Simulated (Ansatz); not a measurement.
Saddle point of SiH$_{5}$ClO, singlet (SiH₃Cl ([SiH3][Cl]) + H₂O → SiH₄O ([OH][SiH3]) + HCl; bonds formed: Si1–O7, Cl2–H6; bonds broken: Si1–Cl2, H6–O7), PBE0-D4/def2-TZVP structure:

```xyz
8
angstrom
Si -0.4267 -0.2499 -0.5550
Cl 1.9932 -0.5598 -0.4755
H -0.5603 -1.7075 -0.7226
H -0.1744 0.6204 -1.7211
H -1.8163 0.1760 -0.1493
H 1.1215 0.2824 1.0105
O 0.1177 0.3107 1.1294
H -0.2547 1.1278 1.4835
```

Energies are electronic, without zero-point energy. Barriers and step energies count from the start structure reached by relaxing down the imaginary mode; all methods use the PBE0-D4 structures, on which another method's saddle can fall below an end. Program: Ansatz 0.2.0. Basis: def2-TZVPP, with def2-QZVPP for the basis limit. Cores are frozen in the correlated methods. B3LYP uses VWN-RPA correlation. Extrapolation: Hartree–Fock as exp(−7.88 √X), correlation as X^−2.97.

```
      method  barrier (kcal/mol)  step energy (kcal/mol)
       SPW92               11.49                   -1.10
      PBE-D4               19.05                    1.03
     BLYP-D4               21.47                   -0.70
   r2SCAN-D4                   ?                    0.31
      B97M-V               22.18                    0.24
     PBE0-D4                   ?                    1.05
    B3LYP-D4               22.30                   -0.64
  r2SCAN0-D4               20.95                    0.48
    BHLYP-D4               23.82                   -0.64
CAM-B3LYP-D4               21.88                   -1.65
     wB97X-V                   ?                    0.34
     wB97M-V               21.46                    0.77
      B2PLYP               23.08                   -1.04
    PBE-QIDH               21.76                    0.37
  RPA on PBE               24.70                   -0.87
          HF               30.58                   -0.91
         MP2               22.92                   -0.32
        CCSD               25.03                   -0.65
     CCSD(T)               23.78                   -0.54
```

Task: Fill in the withheld barriers. (An estimate is asked for; the value comes from the calculation.)

Result: The calculation gives: wB97X-V 22.60; PBE0-D4 20.52; r2SCAN-D4 20.08 kcal/mol. Each is the energy of the saddle less that of the start structure, by the same method.

For comparison, the barrier by CCSD(T) at an estimated basis limit (MP2 extrapolated from triple and quadruple zeta, plus CCSD(T) − MP2 in triple zeta) is 23.06 kcal/mol.

No T1 diagnostic of these runs exceeds 0.011.

The step is the kind of ligand exchange by which a precursor binds to a hydroxyl group, or is hydrolysed, in atomic layer deposition of oxides.

Labels in which every atom is bracketed show which atoms are joined, not bond orders.

For scale, one of the runs: CCSD(T)/def2-TZVPP, 185 basis functions (an equivalent command: `ansatz run in.yaml --threads 2`). Time: 15 s of wall clock on 2 CPU threads; the host was shared. Peak host memory: 1.9 GiB.
